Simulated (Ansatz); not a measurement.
Isolated molecules relaxed with PBE0-D4/def2-TZVP in Ansatz; ΔE leaves out vibrations. CCSD(T)/CBS is the MP2 limit (def2-TZVPP, def2-QZVPP) plus CCSD(T) − MP2 in def2-TZVPP, frozen cores. This one scheme is used for every species. Functionals use def2-TZVPP. One conformer a species, not always the lowest.

Reaction (substitution at a C–C bond): `CC(=O)C(F)F` + `CC=N` → `C/C=N/C(C)=O` + difluoromethane

Task: Is it downhill or uphill in electronic energy at CCSD(T)/CBS, and by how much? (An estimate is asked.)

Result: Ansatz gave: Downhill: ΔE = -27.0 kJ/mol.

Task: What do these levels give: revPBE, PBE0, MP2/def2-SVP, CCSD/def2-TZVPP, HF/CBS(def2), CCSD/CBS(def2)? (Best estimate.)

Result: The calculation gave: revPBE -32.7, PBE0 -33.0, MP2/def2-SVP -34.0, CCSD/def2-TZVPP -26.4, HF/CBS(def2) -34.8, CCSD/CBS(def2) -26.0 kJ/mol.

Task: What do rigid-rotor, harmonic-oscillator terms from PBE0-D4/def2-TZVP frequencies (298.15 K, 1 bar) make of the CCSD(T)/CBS value? (Best estimate.)

Result: The calculation gave: ΔZPE = +1.2 kJ/mol, ΔH = -25.8 kJ/mol, ΔS = -8 J/(mol·K), ΔG = -23.5 kJ/mol. Modes under 50 cm⁻¹ make the entropy rough.

Largest T1 diagnostic among the species: 0.015.

Leaving LDA and LC-ωPBE aside and taking each functional with its dispersion term where it has one, the values, not all of them listed here, spread over 7.7 kJ/mol, from revPBE-D4 to ωB97M-V.
